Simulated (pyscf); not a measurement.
`[NH2][SiH2][F]` + `[SiH4]` -> `[F][SiH2][NH][SiH3]` + `[H][H]`, a four-centre exchange (singlet surface; H–N, H–Si broken, N–Si, H–H formed). Optimised with ωB97X-D3(BJ)/def2-SVP in PySCF. Energies in kcal/mol from the separated reactants.

Small-basis levels: PySCF, no dispersion term, spherical d functions. 

### Question
Quick MP2/6-31G* single points give ΔE‡ = 56.4 kcal/mol and ΔE = -10.1 kcal/mol. What does ωB97M-D3(BJ)/def2-TZVP give, and how far is the quick result from it?

### Answer
ωB97M-D3(BJ)/def2-TZVP gives ΔE‡ = 47.4 kcal/mol and ΔE = -6.8 kcal/mol. MP2/6-31G* lies 9.0 kcal/mol over it in the barrier and 3.4 kcal/mol under it in the reaction energy, so on this step it does not hold to within 3.0 kcal/mol. ωB97M-D3(BJ)/def2-TZVP has limits of its own. This is the saddle that the search found; another between the same sides may lie lower.
